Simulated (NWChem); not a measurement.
All runs are NWChem calculations. System: CH2, charge 1, spin multiplicity 4, at the geometry of a parent with another charge or spin, in a state set for the comparison that need not be this species' ground state. Its SCF solution wasn't tested for a lower state. Level: UHF/def2-TZVP.

Input file:

```
start mol
memory heap 200 mb stack 900 mb global 1100 mb
charge 1
geometry units angstroms nocenter noautoz
  C      0.000000     0.000000     0.092360
  H      1.057177     0.000000    -0.277081
  H     -1.057177     0.000000    -0.277081
  symmetry group C2v
end
basis spherical
  * library def2-tzvp
end
scf
  uhf
  nopen 3
  maxiter 100
  thresh 1e-7
  semidirect memsize 60000000 filesize 0
  # guess.movecs holds the orbitals of an unrestricted PBE0 run
  vectors input guess.movecs output mol.movecs
end
task scf energy
```

Part of the output:

```
             Northwest Computational Chemistry Package (NWChem) 7.3.0
             --------------------------------------------------------

                                NWChem Input Module
                                -------------------

 Scaling coordinates for geometry "geometry" by  1.889725989
 (inverse scale =  0.529177249)

 Turning off AUTOSYM since
 SYMMETRY directive was detected!

                             Geometry "geometry" -> ""
                             -------------------------

 Output coordinates in angstroms (scale by  1.889725989 to convert to a.u.)

  No.       Tag          Charge          X              Y              Z
 ---- ---------------- ---------- -------------- -------------- --------------
    1 C                    6.0000     0.00000000     0.00000000     0.09236000
    2 H                    1.0000     1.05717700     0.00000000    -0.27708100
    3 H                    1.0000    -1.05717700     0.00000000    -0.27708100

 Effective nuclear repulsion energy (a.u.)       5.9206905035

            Nuclear Dipole moment (a.u.)
            ----------------------------
        X                 Y               Z
 ---------------- ---------------- ----------------
     0.0000000000     0.0000000000    -0.0000037795

      Symmetry information
      --------------------

 Group name             C2v
 Group number             16
 Group order               4
 No. of unique centers     2

      Symmetry unique atoms

     1    2


 Summary of "ao basis" -> "" (spherical)
 ------------------------------------------------------------------------------
       Tag                 Description            Shells   Functions and Types
 ---------------- ------------------------------  ------  ---------------------
 *                         def2-tzvp                  on all atoms

 Summary of "ao basis" -> "ao basis" (spherical)
 ------------------------------------------------------------------------------
       Tag                 Description            Shells   Functions and Types
 ---------------- ------------------------------  ------  ---------------------
 C                         def2-tzvp                11       31   5s3p2d1f
 H                         def2-tzvp                 4        6   3s1p

                                 NWChem SCF Module
                                 -----------------

  ao basis        = "ao basis"
  functions       =    43
  atoms           =     3
  alpha electrons =     5
  beta  electrons =     2
  charge          =   1.00
  wavefunction    = UHF
  use symmetry    = T
  symmetry adapt  = T

 Summary of "ao basis" -> "ao basis" (spherical)
 ------------------------------------------------------------------------------
       Tag                 Description            Shells   Functions and Types
 ---------------- ------------------------------  ------  ---------------------
 C                         def2-tzvp                11       31   5s3p2d1f
 H                         def2-tzvp                 4        6   3s1p

      Symmetry analysis of basis
      --------------------------

        a1         19
        a2          4
        b1         12
        b2          8

 Forming initial guess at       0.0s

   Symmetry analysis of molecular orbitals - initial alpha
   -------------------------------------------------------

  Numbering of irreducible representations:

     1 a1          2 a2          3 b1          4 b2

  Orbital symmetries:

     1 a1          2 a1          3 b1          4 a1          5 b2
     6 a1          7 b1          8 a1          9 a1         10 b2
    11 b1         12 a1         13 b1         14 a2         15 a1

   Symmetry analysis of molecular orbitals - initial beta
   ------------------------------------------------------

  Numbering of irreducible representations:

     1 a1          2 a2          3 b1          4 b2

  Orbital symmetries:

     1 a1          2 a1          3 b1          4 a1          5 b2
     6 a1          7 b1          8 a1          9 b2         10 a1
    11 b1         12 a1         13 b1         14 a2         15 a1

 Starting SCF solution at       0.0s

 ----------------------------------------------
         Quadratically convergent UHF

 Convergence threshold     :          1.000E-07
 Maximum no. of iterations :          100
 Integral*density screening:          1.000E-09
 ----------------------------------------------

              iter       energy          gnorm     gmax       time
             ----- ------------------- --------- --------- --------
                 1      -38.3948867052  2.36D-01  9.52D-02      0.1
                 2      -38.3979565940  8.30D-03  3.53D-03      0.1
                 3      -38.3979929585  5.85D-05  2.78D-05      0.1
                 4      -38.3979929596  5.75D-09  2.34D-09      0.1

       Final UHF  results
       ------------------

         Total SCF energy =    -38.397992959582
      One electron energy =    -60.150028571815
      Two electron energy =     15.831345108741
 Nuclear repulsion energy =      5.920690503493

                       Sz =      1.5000
                 Sz(Sz+1) =      3.7500
                      S^2 =      3.7534

        Time for solution =      0.1s

       Symmetry analysis of molecular orbitals - alpha
       -----------------------------------------------

  Numbering of irreducible representations:

     1 a1          2 a2          3 b1          4 b2

  Orbital symmetries:

     1 a1          2 a1          3 b1          4 a1          5 b2
     6 a1          7 b1          8 a1          9 a1         10 b2
    11 b1         12 a1         13 b1         14 a2         15 a1

       Symmetry analysis of molecular orbitals - beta
       ----------------------------------------------

  Numbering of irreducible representations:

     1 a1          2 a2          3 b1          4 b2

  Orbital symmetries:

     1 a1          2 a1          3 b1          4 a1          5 b2
     6 a1          7 b1          8 a1          9 b1         10 a1
    11 b2         12 a1         13 b1         14 a2         15 a1

          Final alpha eigenvalues
          -----------------------

              1
    1  -11.6876
    2   -1.3863
    3   -1.1011
    4   -0.8357
    5   -0.8070
    6   -0.1362
    7   -0.0566
    8    0.0043
    9    0.0651
   10    0.0655
   11    0.0880
   12    0.2201
   13    0.3116
   14    0.3976
   15    0.4830

          Final beta eigenvalues
          ----------------------

              1
    1  -11.6260
    2   -1.0438
    3   -0.4949
    4   -0.2023
    5   -0.1916
    6   -0.0783
    7   -0.0002
    8    0.0553
    9    0.1265
   10    0.1646
   11    0.1701
   12    0.2939
   13    0.4357
   14    0.5164
   15    0.5962

                    UHF Final Alpha Molecular Orbital Analysis
                    ------------------------------------------

 Vector    3  Occ=1.000000D+00  E=-1.101053D+00  Symmetry=b1
              MO Center=  1.1D-14,  1.6D-18, -9.2D-02, r^2= 1.1D+00
   Bfn.  Coefficient  Atom+Function         Bfn.  Coefficient  Atom+Function
  ----- ------------  ---------------      ----- ------------  ---------------
     6      0.344929  1 C  px                 9      0.294401  1 C  px
    33      0.212480  2 H  s                 39     -0.212480  3 H  s
    32      0.159628  2 H  s                 38     -0.159628  3 H  s

 Vector    4  Occ=1.000000D+00  E=-8.356610D-01  Symmetry=a1
              MO Center= -1.7D-16, -5.8D-16,  2.2D-01, r^2= 9.4D-01
   Bfn.  Coefficient  Atom+Function         Bfn.  Coefficient  Atom+Function
  ----- ------------  ---------------      ----- ------------  ---------------
     8      0.453666  1 C  pz                11      0.444162  1 C  pz
     4      0.226199  1 C  s

 Vector    5  Occ=1.000000D+00  E=-8.069631D-01  Symmetry=b2
              MO Center= -3.0D-16, -6.8D-16,  8.1D-02, r^2= 8.9D-01
   Bfn.  Coefficient  Atom+Function         Bfn.  Coefficient  Atom+Function
  ----- ------------  ---------------      ----- ------------  ---------------
    10      0.501671  1 C  py                 7      0.493436  1 C  py
    13      0.151986  1 C  py

 Vector    6  Occ=0.000000D+00  E=-1.362461D-01  Symmetry=a1
              MO Center= -4.2D-16, -8.7D-17, -2.1D-01, r^2= 3.7D+00
   Bfn.  Coefficient  Atom+Function         Bfn.  Coefficient  Atom+Function
  ----- ------------  ---------------      ----- ------------  ---------------
     5      1.609687  1 C  s                 34     -1.355273  2 H  s
    40     -1.355273  3 H  s                  4      0.491873  1 C  s
    14     -0.478649  1 C  pz                 3      0.205961  1 C  s
    33     -0.155170  2 H  s                 39     -0.155170  3 H  s

 Vector    7  Occ=0.000000D+00  E=-5.657965D-02  Symmetry=b1
              MO Center=  5.5D-14, -7.9D-17, -6.1D-01, r^2= 4.7D+00
   Bfn.  Coefficient  Atom+Function         Bfn.  Coefficient  Atom+Function
  ----- ------------  ---------------      ----- ------------  ---------------
    34      2.273680  2 H  s                 40     -2.273680  3 H  s
    12     -1.524360  1 C  px                 6     -0.258320  1 C  px
     9     -0.205233  1 C  px

 Vector    8  Occ=0.000000D+00  E= 4.252697D-03  Symmetry=a1
              MO Center=  1.6D-15, -2.0D-16, -6.1D-01, r^2= 3.2D+00
   Bfn.  Coefficient  Atom+Function         Bfn.  Coefficient  Atom+Function
  ----- ------------  ---------------      ----- ------------  ---------------
     5      2.689662  1 C  s                  4     -1.152040  1 C  s
    14     -0.610707  1 C  pz                33     -0.505633  2 H  s
    39     -0.505633  3 H  s                 34     -0.430635  2 H  s
    40     -0.430635  3 H  s

                     UHF Final Beta Molecular Orbital Analysis
                     -----------------------------------------

 Vector    2  Occ=1.000000D+00  E=-1.043823D+00  Symmetry=a1
              MO Center= -1.5D-17,  2.4D-32, -1.7D-01, r^2= 9.1D-01
   Bfn.  Coefficient  Atom+Function         Bfn.  Coefficient  Atom+Function
  ----- ------------  ---------------      ----- ------------  ---------------
     4      0.415789  1 C  s                  3      0.317563  1 C  s
     2     -0.202417  1 C  s

 Vector    3  Occ=0.000000D+00  E=-4.948618D-01  Symmetry=b1
              MO Center=  7.3D-15,  2.2D-17, -1.3D-01, r^2= 1.5D+00
   Bfn.  Coefficient  Atom+Function         Bfn.  Coefficient  Atom+Function
  ----- ------------  ---------------      ----- ------------  ---------------
     6      0.260766  1 C  px                33      0.243514  2 H  s
    39     -0.243514  3 H  s                  9      0.206433  1 C  px

 Vector    4  Occ=0.000000D+00  E=-2.023361D-01  Symmetry=a1
              MO Center= -2.2D-15, -3.2D-15,  3.8D-01, r^2= 1.8D+00
   Bfn.  Coefficient  Atom+Function         Bfn.  Coefficient  Atom+Function
  ----- ------------  ---------------      ----- ------------  ---------------
    14      0.548906  1 C  pz                 8      0.285905  1 C  pz
    11      0.237148  1 C  pz                 5      0.230173  1 C  s
     4      0.185630  1 C  s

 Vector    5  Occ=0.000000D+00  E=-1.916251D-01  Symmetry=b2
              MO Center= -3.5D-16,  4.2D-15,  4.5D-02, r^2= 2.0D+00
   Bfn.  Coefficient  Atom+Function         Bfn.  Coefficient  Atom+Function
  ----- ------------  ---------------      ----- ------------  ---------------
    13      0.606209  1 C  py                 7      0.304074  1 C  py
    10      0.272806  1 C  py

 center of mass
 --------------
 x =   0.00000000 y =   0.00000000 z =   0.07413230

 moments of inertia (a.u.)
 ------------------
           0.841145215550           0.000000000000           0.000000000000
           0.000000000000           8.885814712742           0.000000000000
           0.000000000000           0.000000000000           8.044669497192

  Mulliken analysis of the total density
  --------------------------------------

    Atom       Charge   Shell Charges
 -----------   ------   -------------------------------------------------------
    1 C    6     5.95   0.86  1.12  0.58  0.82  0.12  1.06  1.17  0.20  0.01  0.01  0.00
    2 H    1     0.53   0.18  0.31  0.01  0.03
    3 H    1     0.53   0.18  0.31  0.01  0.03

  Mulliken analysis of the alpha density
  --------------------------------------

    Atom       Charge   Shell Charges
 -----------   ------   -------------------------------------------------------
    1 C    6     4.21   0.43  0.56  0.33  0.44  0.05  1.04  1.15  0.20  0.00  0.01  0.00
    2 H    1     0.40   0.14  0.23  0.01  0.02
    3 H    1     0.40   0.14  0.23  0.01  0.02

   Mulliken analysis of the beta density
   -------------------------------------

    Atom       Charge   Shell Charges
 -----------   ------   -------------------------------------------------------
    1 C    6     1.74   0.43  0.56  0.24  0.38  0.08  0.02  0.02  0.00  0.00  0.00  0.00
    2 H    1     0.13   0.04  0.08  0.01  0.01
    3 H    1     0.13   0.04  0.08  0.01  0.01

   Mulliken analysis of the spin density
   -------------------------------------

    Atom       Charge   Shell Charges
 -----------   ------   -------------------------------------------------------
    1 C    6     2.47   0.00 -0.00  0.09  0.07 -0.03  1.02  1.12  0.19  0.00  0.00  0.00
    2 H    1     0.26   0.10  0.15 -0.00  0.02
    3 H    1     0.26   0.10  0.15 -0.00  0.02

       Multipole analysis of the density wrt the origin
       ------------------------------------------------

     L   x y z        total         alpha         beta         nuclear
     -   - - -        -----         -----         ----         -------
     0   0 0 0      1.000000     -5.000000     -2.000000      8.000000

     1   1 0 0      0.000000      0.000000     -0.000000      0.000000
     1   0 1 0      0.000000      0.000000     -0.000000      0.000000
     1   0 0 1     -0.366072     -0.506532      0.140464     -0.000004

     2   2 0 0      0.248017     -6.001274     -1.732918      7.982209
     2   1 1 0      0.000000      0.000000      0.000000      0.000000
     2   1 0 1     -0.000000     -0.000000     -0.000000      0.000000
     2   0 2 0     -4.593057     -3.782211     -0.810846      0.000000
     2   0 1 1      0.000000      0.000000     -0.000000      0.000000
     2   0 0 2     -4.211079     -4.026286     -0.915897      0.731104

 Task  times  cpu:        0.1s     wall:        0.1s

 Total times  cpu:        0.1s     wall:        0.1s
```
